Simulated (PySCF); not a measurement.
# N2H3 (SMILES [NH]N): levels of theory compared

Wanted: a comparison of 6 runs (UB2PLYP/def2-TZVP, UB3LYP/def2-TZVP, UCAM-B3LYP/def2-TZVP, UM06-2X/def2-TZVP, UM06-L/def2-TZVP, USCS-MP2/def2-TZVP) of N2H3. 

The results are computed with PySCF 2.14.0.

4 further runs of the same task are left out: 4 set aside as unsound or not needed.

### Step 1. The structure to begin with

The species is N2H3 (5 atoms), meant as a doublet with charge 0. SMILES: `[NH]N`. The N1–N2 distance was set to 1.739 Å, away from the relaxed value.

Bond lengths: N1–H3 1.021 Å, N2–H4 1.008 Å, N2–H5 1.012 Å. Angles: H4–N2–H5 114.6°. A long bond or contact: N1–N2 1.739 Å.

### Step 2. The energy at UB2PLYP/def2-TZVP (run 1)

Contents of geometry.xyz:

```xyz
5
H3N2
N     -0.205284    -1.134179     0.700811
N     -0.128660     0.235610    -0.368450
H      0.742156    -1.267579     1.058041
H     -1.030950     0.592300    -0.640030
H      0.587360     0.941580    -0.256830
```

Contents of job.py:

```python
from pyscf import gto, dft, mp

mol = gto.M(
    atom='geometry.xyz',
    verbose=4,
    max_memory=1860,
    spin=1,
    basis='def2-tzvp',
)

mf = dft.UKS(mol, xc='0.53*HF + 0.47*B88, 0.73*LYP')
mf.grids.level = 5
mf.conv_tol = 1e-10
mf.kernel()
if not mf.converged:
    mf = mf.newton().run(mf.mo_coeff, mf.mo_occ)

pt = mp.MP2(mf, frozen=2).run()
energy = mf.e_tot + 0.27 * pt.e_corr
print('PT2 part  %.8f' % (0.27 * pt.e_corr))
print(f'total energy: {energy:.8f} hartree')
```

Run with:

```console
$ OMP_NUM_THREADS=1 python job.py
```

The log of the run:

```text
PySCF version 2.14.0

[INPUT] num. atoms = 5
[INPUT] num. electrons = 17
[INPUT] charge = 0
[INPUT] spin (= nelec alpha-beta = 2S) = 1
[INPUT] symmetry False subgroup None
[INPUT] Mole.unit = angstrom
[INPUT] Symbol           X                Y                Z      unit          X                Y                Z       unit  Magmom
[INPUT]  1 N     -0.205284000000  -1.134179000000   0.700811000000 AA   -0.387930537755  -2.143287686233   1.324340855083 Bohr   0.0
[INPUT]  2 N     -0.128660000000   0.235610000000  -0.368450000000 AA   -0.243132163187   0.445238372209  -0.696269590596 Bohr   0.0
[INPUT]  3 H      0.742156000000  -1.267579000000   1.058041000000 AA    1.402471581703  -2.395377151250   1.999407718561 Bohr   0.0
[INPUT]  4 H     -1.030950000000   0.592300000000  -0.640030000000 AA   -1.948213148120   1.119284783580  -1.209481411505 Bohr   0.0
[INPUT]  5 H      0.587360000000   0.941580000000  -0.256830000000 AA    1.109949536525   1.779328324368  -0.485338360572 Bohr   0.0

[... 116 lines left out ...]
converged SCF energy = -110.988977885111  <S^2> = 0.76232002  2S+1 = 2.0122823
[... 1 line left out ...]
******** <class 'pyscf.mp.ump2.UMP2'> ********
nocc = (np.int64(7), np.int64(6)), nmo = (78, 78)
frozen orbitals 2
E(UMP2) = -111.482074326173  E_corr = -0.49309644106187
E(SCS-UMP2) = -111.478462547443  E_corr = -0.489484662331956
E_corr(same-spin) = -0.117958923394948
E_corr(oppo-spin) = -0.375137517666922
PT2 part  -0.13313604
total energy: -111.12211392 hartree
```

Run time: 19 s. Hardware: 1 thread of Arm Neoverse V2, shared host; peak memory 0.39 GiB.

### Step 3. The energy at UB3LYP/def2-TZVP (run 2)

Contents of input.xyz:

```xyz
5

N     -0.205284    -1.134179     0.700811
N     -0.128660     0.235610    -0.368450
H      0.742156    -1.267579     1.058041
H     -1.030950     0.592300    -0.640030
H      0.587360     0.941580    -0.256830
```

Contents of job.py:

```python
from pyscf import gto, dft

mol = gto.Mole()
mol.atom = 'input.xyz'
mol.basis = 'def2-tzvp'
mol.spin = 1
mol.verbose = 3
mol.max_memory = 1860
mol.build()

calc0 = dft.UKS(mol)
calc0.xc = 'b3lyp'
calc0.grids.level = 5
calc0.conv_tol = 1e-10
calc0.kernel()
if not calc0.converged:
    calc0 = calc0.newton().run(calc0.mo_coeff, calc0.mo_occ)

energy = calc0.e_tot
print('E(%s) = %.9f' % ('B3LYP', energy))
```

Run with:

```console
$ OMP_NUM_THREADS=1 python job.py
```

The log of the run:

```text
WARN: HOMO -0.209510609243395 >= LUMO -0.209510609243399

converged SCF energy = -111.220130701175  <S^2> = 0.7555029  2S+1 = 2.0054953
E(B3LYP) = -111.220130701
```

Run time: 15 s. Hardware: 1 thread of Arm Neoverse V2, shared host; peak memory 0.39 GiB.

Runs 3 to 5 aren't shown in full; the table further down has their settings and results.

### Step 4. A single-point energy at USCS-MP2/def2-TZVP (run 6)

Contents of calc.py:

```python
from pyscf import gto, mp

system = gto.M(
    atom='''
N       -0.205284      -1.134179       0.700811
N       -0.128660       0.235610      -0.368450
H        0.742156      -1.267579       1.058041
H       -1.030950       0.592300      -0.640030
H        0.587360       0.941580      -0.256830
''',
    basis='def2-tzvp',
    verbose=4,
    max_memory=1860,
    spin=1,
)

mf = system.UHF()
mf.conv_tol = 1e-10
mf.kernel()
if not mf.converged:
    mf = mf.newton().run(mf.mo_coeff, mf.mo_occ)

pt = mp.MP2(mf, frozen=2).run()
energy = mf.e_tot + 1.2 * pt.e_corr_os + pt.e_corr_ss / 3
print('E(%s) = %.9f' % ('SCS-MP2', energy))
```

Run with:

```console
$ OMP_NUM_THREADS=1 python calc.py
```

The log of the run:

```text
PySCF version 2.14.0

[INPUT] num. atoms = 5
[INPUT] num. electrons = 17
[INPUT] charge = 0
[INPUT] spin (= nelec alpha-beta = 2S) = 1
[INPUT] symmetry False subgroup None
[INPUT] Mole.unit = angstrom
[INPUT] Symbol           X                Y                Z      unit          X                Y                Z       unit  Magmom
[INPUT]  1 N     -0.205284000000  -1.134179000000   0.700811000000 AA   -0.387930537755  -2.143287686233   1.324340855083 Bohr   0.0
[INPUT]  2 N     -0.128660000000   0.235610000000  -0.368450000000 AA   -0.243132163187   0.445238372209  -0.696269590596 Bohr   0.0
[INPUT]  3 H      0.742156000000  -1.267579000000   1.058041000000 AA    1.402471581703  -2.395377151250   1.999407718561 Bohr   0.0
[INPUT]  4 H     -1.030950000000   0.592300000000  -0.640030000000 AA   -1.948213148120   1.119284783580  -1.209481411505 Bohr   0.0
[INPUT]  5 H      0.587360000000   0.941580000000  -0.256830000000 AA    1.109949536525   1.779328324368  -0.485338360572 Bohr   0.0

[... 120 lines left out ...]
converged SCF energy = -110.556530075751  <S^2> = 0.91933371  2S+1 = 2.1627147
[... 1 line left out ...]
******** <class 'pyscf.mp.ump2.UMP2'> ********
nocc = (np.int64(7), np.int64(6)), nmo = (78, 78)
frozen orbitals 2
E(UMP2) = -110.934819712035  E_corr = -0.378289636283394
E(SCS-UMP2) = -110.932444536811  E_corr = -0.375914461059228
E_corr(same-spin) = -0.0900381951702056
E_corr(oppo-spin) = -0.288251441113189
E(SCS-MP2) = -110.932444537
```

Wall time 2.2 s (1 thread of Arm Neoverse V2, shared host); peak memory 0.17 GiB.

### Step 5. All runs side by side

```
run                 level  frozen core orbitals  integration grid  energy (Eh)  dipole moment (D) of the reference  HOMO energy (eV)  LUMO energy (eV)  wall time
  1     UB2PLYP/def2-TZVP                     2                 5  -111.122114                                1.94             -8.51             -0.22       19 s
  2      UB3LYP/def2-TZVP                     –                 5  -111.220131                                2.09             -6.81             -2.65       15 s
  3  UCAM-B3LYP/def2-TZVP                     –                 5  -111.162125                                2.07             -8.56             -1.06       22 s
  4     UM06-2X/def2-TZVP                     –                 5  -111.152696                                1.98             -8.51             -1.22       39 s
  5      UM06-L/def2-TZVP                     –                 5  -111.192733                                2.06             -5.62             -3.20       36 s
  6    USCS-MP2/def2-TZVP                     2                 –  -110.932445                                1.91            -10.65              3.37      2.2 s
```

### Step 6. Results

```
                                                         quantity          value
                                              run 6: total energy  -110.93244 Eh
                      run 6: dipole moment (Hartree–Fock density)         1.91 D
run 6: HOMO energy (Hartree–Fock orbitals) (highest over α and β)      -10.65 eV
 run 6: LUMO energy (Hartree–Fock orbitals) (lowest over α and β)        3.37 eV
               run 6: correlation energy (2 core orbitals frozen)     -375.9 mEh
                         run 6: ⟨S²⟩ of the reference determinant          0.919
```

Over runs 1, 2, 3, 4, 5 the dipole moment (its size) runs from 1.94 D (UB2PLYP/def2-TZVP) to 2.09 D (UB3LYP/def2-TZVP). A double hybrid's value is that of its SCF part. Totals of different functionals can't be ranked against each other. Spin contamination of the reference: run 6 ⟨S²⟩ = 0.92. All runs together took 2.2 min, the longest 39 s.
